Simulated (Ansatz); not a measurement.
A nudged elastic band was laid between two geometries of BClFH + H2 (6 atoms, charge 0, multiplicity 1).

Level of theory: RKS B3LYP-D4/def2-SVP in Ansatz.

```json
{
  "movable images": "5",
  "climbing image": "yes",
  "spring": "5.0 eV/Å²",
  "optimiser": "quadratic models (default)",
  "start path": "through a guess of the saddle point",
  "force threshold": "0.05 eV/Å",
  "iteration limit": "60",
  "end points": "relaxed"
}
```

Initial state:

```xyz
6
Properties=species:S:1:pos:R:3
B -0.014 0.512 -0.037
F -0.073 0.878 1.224
H 1.047 0.313 -0.560
Cl -1.508 0.336 -0.939
H -0.372 -2.391 0.811
H 0.000 -2.153 1.431
```

Final state:

```xyz
6
Properties=species:S:1:pos:R:3
B 0.105 -0.577 -0.311
F 0.103 -0.346 1.783
H 0.967 0.227 -0.521
Cl -1.590 -0.006 -0.490
H 0.275 -1.763 -0.302
H -0.782 -0.040 1.769
```

Q: Which bonds break or form, and what moves?

A: Bonds broken: B1–F2, H5–H6. Bonds formed: B1–H5, F2–H6. BClFH + H2 becomes BClH2 + FH.

Q: What energy profile does the band end with?

A: The run converged. The highest image is number 3 of 0 to 6, 46.1 kcal/mol above the first end and 14.6 kcal/mol above the last; the last end lies 31.5 kcal/mol above the first. Neighbouring images differ by up to 1.5 eV, so the band resolves the path poorly. A vibrational analysis at the climbing image gives one clearly imaginary mode, 1201i cm⁻¹: a first-order saddle point. The orbitals stay closed-shell, which can raise the energy where a bond breaks towards radicals; this wasn't checked here.

| image | path coordinate (Å) | energy (kcal/mol) | B1–F2 (Å) | H5–H6 (Å) | B1–H5 (Å) |
| --- | --- | --- | --- | --- | --- |
| 0 | 0.00 | 0.0 | 1.31 | 0.76 | 3.05 |
| 1 | 0.70 | 1.1 | 1.32 | 0.76 | 2.49 |
| 2 | 1.41 | 12.0 | 1.35 | 0.77 | 1.86 |
| 3 | 2.11 | 46.1 | 1.63 | 1.07 | 1.33 |
| 4 | 2.91 | 33.6 | 2.21 | 1.88 | 1.21 |
| 5 | 3.70 | 32.8 | 2.23 | 2.62 | 1.20 |
| 6 | 4.50 | 31.5 | 2.11 | 2.89 | 1.20 |

Q: What is the geometry of the highest image?

A: 
```xyz
6
Properties=species:S:1:pos:R:3
B -0.062 -0.271 0.000
F -0.113 0.103 1.584
H 0.997 0.045 -0.459
Cl -1.568 0.175 -0.824
H -0.070 -1.552 0.353
H -0.105 -1.006 1.275
```

The run took 58 s on 1 thread of Intel(R) Xeon(R) 6975P-C (Granite Rapids), on a shared host, peak memory 0.13 GiB.
